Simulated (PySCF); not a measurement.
Gas-phase reaction: 2 Al + 3 C2H6 = 2 AlH(CH3)2 + C2H4

Energies from PySCF, thermal terms from the rigid-rotor harmonic-oscillator model, ideal gas at 1 bar. † marks an energy on the PBE0/def2-TZVP geometry and frequencies. MP2 and CCSD(T) freeze the core. Open shells (unrestricted): Al (multiplicity 2, electronic degeneracy 6); the rest are closed-shell singlets. Spin-orbit splitting is ignored; it lowers the true energy and changes the entropy of Al. B3LYP is the form with VWN-RPA correlation. Methyl groups turn as free rotors in AlH(CH3)2. AlH(CH3)2: computed as isolated molecules; such fragments, hydroxides, amides, oligomers or adducts are transient or little studied in the gas. MP2 isn't extrapolated to the basis-set limit; its ΔH°(298 K) is -310.9 kJ in def2-SVP and -359.1 kJ in def2-TZVPP. CCSD(T) isn't extrapolated to the basis-set limit; its ΔH°(298 K) is -284.6 kJ in def2-SVP and -335.6 kJ in def2-TZVPP. The harmonic model lacks anharmonicity and excited electronic states, which grow with temperature; levels with a mode under 35 cm⁻¹ are left out. Internal rotation in C2H6 is treated as a harmonic vibration of one conformer, which makes the entropy rough.

| level | ΔE electronic, kJ | ΔH°(298 K), kJ | ΔS°(298 K), J/K | ΔG°(1200 K), kJ |
|---|---|---|---|---|
| B3LYP/def2-TZVP† | -276 | -329 | -171 | -142 |
| BLYP/def2-TZVP† | -273 | -326 | -171 | -139 |
| CCSD(T)/def2-SVP† | -232 | -285 | -171 | -98 |
| HF/def2-TZVP† | -177 | -230 | -171 | -43 |
| MP2/def2-TZVPP† | -306 | -359 | -171 | -172 |
| PBE/def2-TZVP† | -279 | -331 | -171 | -144 |
| LDA/def2-TZVP† | -325 | -378 | -171 | -191 |
| ωB97M-V/def2-TZVP† | -314 | -367 | -171 | -180 |
ΔH° is lowest at LDA/def2-TZVP† and highest at HF/def2-TZVP†. No reference value is set beside these.
